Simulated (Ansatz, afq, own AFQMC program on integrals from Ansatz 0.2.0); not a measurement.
AFQMC on a folder of integrals that Ansatz 0.2.0 wrote.

```yaml
crystal:
  periodic: [false, false, false]
  atoms:
    - {symbol: Si, position_ang: [0.000000, -0.079266, 0.007954]}
    - {symbol: H, position_ang: [0.000000, 1.220638, -1.319606]}
    - {symbol: H, position_ang: [0.000000, 0.988038, 1.097966]}
basis:
  gaussian: {orbitals: cc-pVDZ}
magnetization: {spin_polarized: true, initial_magnetization: 0}
correlation: {method: ccsd_t, electrons: outside_noble_gas, hamiltonian_folder: ham}
```

```sh
$ ansatz run in.yaml --threads 1 --pin off --events-out ev --progress --plain --max-ram 16896MiB --backend cuda --devices 0, --max-vram 18GiB
```

Options of the walk:

```
--method phaseless --trial cisd --walkers 4000 --populations 20 --least-time 60 --time-step 0.005 --steps-per-block 50 --equilibration-blocks 28 --max-blocks 4000 --target-error 0.00015 --factor-cut 1e-05 --start spin_pure --seed 9255 --release-times 0.24,0.51,0.99,1.62,2.4 --release-step 0.03 --release-every 3 --taylor-order 6
```

Times are imaginary, in 1/Eh. The walk had a cap of 122 s. With eight or more populations the least sampling time is a fifth of least-time, and the error comes from their spread.

Log:

```
orbitals 23  electrons 3 3  factors 157 of 272
reference energy -289.99671271 Eh
CCSD correlation -0.11950952 Eh in 12 cycles, weight of the determinant in the CISD state 0.9012
energy of the start -290.116221 Eh
 block  time / (1/Eh)  mean weight  energy / Eh
     1     0.250  1.0001  -290.115387
     2     0.500  0.9998  -290.115595
     3     0.750  0.9999  -290.116080
     4     1.000  0.9998  -290.116732
     5     1.250  1.0000  -290.117393
    10     2.500  1.0001  -290.118393
    15     3.750  1.0000  -290.118622
    20     5.000  0.9999  -290.119225
    25     6.250  0.9999  -290.119316
    30     7.500  1.0001  -290.119347
    35     8.750  1.0001  -290.119945
    37     9.250  1.0000  -290.120070
    40    10.000  1.0000  -290.119654
    45    11.250  1.0001  -290.119327
    46    11.500  0.9998  -290.118941
    50    12.500  1.0001  -290.119470
    55    13.750  1.0000  -290.119432
    60    15.000  0.9998  -290.119548
    65    16.250  1.0001  -290.119372
    70    17.500  1.0001  -290.119715
    75    18.750  1.0000  -290.119923
    78    19.500  1.0000  -290.119653
error from the spread of 20 populations
released: time / (1/Eh)  energy / Eh  error  mean overlap
  0.24  -290.119580  0.000081  0.9978
  0.51  -290.119587  0.000072  0.9962
  0.99  -290.119624  0.000053  0.9942
  1.62  -290.119631  0.000050  0.9926
  2.40  -290.119662  0.000049  0.9941
energy -290.119488 +/- 0.000066 Eh
(rows thinned)
```

The run passed its tests (sampling time, drift between the halves within three errors, error under three times the target), which doesn't prove that it has relaxed.

Against this walk (error 1.8 meV) on the same determinant: CCSD(T) 17.8 meV higher, CCSDT(Q) 4.6 meV lower, CCSDTQ 5.2 meV lower, full CI 5.2 meV lower. The error is statistical and leaves out the bias of the constraint. Released to 2.40 1/Eh the energy lies 4.7 ± 2.2 meV (both errors) below the phaseless value, which shows part or all of the bias of the constraint, and full CI lies 0.5 meV below the released value.

Cautions: constraint bias not in the error; higher spins were not checked; an unrestricted solution with more broken spin lies lower (62 meV, ⟨S²⟩ 0.32), while this determinant keeps restricted orbitals.

The walk took 17 s on 1 × NVIDIA H100 80GB HBM3 with 2 threads of AMD EPYC 7R13 Processor (Zen 3) (shared host) (the card was shared). The log's last line is the phaseless energy.

CCSDT and higher add their correlation energy to the determinant of the CCSD(T) run, since their own runs factorise the integrals more tightly (a shift of under 2 meV). A walk keeps the symmetry of its determinant, which the program's search chose and which needn't be the lowest solution, so a lower state of the same spin and another symmetry isn't excluded.
